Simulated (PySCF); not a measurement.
# C: electron affinity

C⁻ [He] 2s2 2p3 (4S) → C [He] 2s2 2p2 (3P), as a difference of total energies. Computed with PySCF 2.14 in x2c-TZVPPall with one added diffuse shell each of s, p, d type (6s4p3d1f, 40 functions), with scalar relativity by spin-free X2C-1e. Correlated levels: valence: 1s2 frozen. The calculations carry no spin-orbit coupling.

```json
{"method": "UHF", "electron affinity (eV)": "0.450"}
{"method": "MP2 (valence)", "electron affinity (eV)": "1.238"}
{"method": "SCS-MP2 (valence)", "electron affinity (eV)": "0.952"}
{"method": "CCSD (valence)", "electron affinity (eV)": "1.126"}
{"method": "CCSD(T) (valence)", "electron affinity (eV)": "1.191"}
```

Question: How much does correlation contribute at CCSD(T) (valence)?

Answer: 1.191 − (0.450) = 0.741 eV, measured against UHF.

Errors of the correlated levels include the incompleteness of this basis and the frozen core.

For comparison: 1.262 eV (measured; photodetachment measurements, as compiled on the Wikipedia data page of electron affinities).
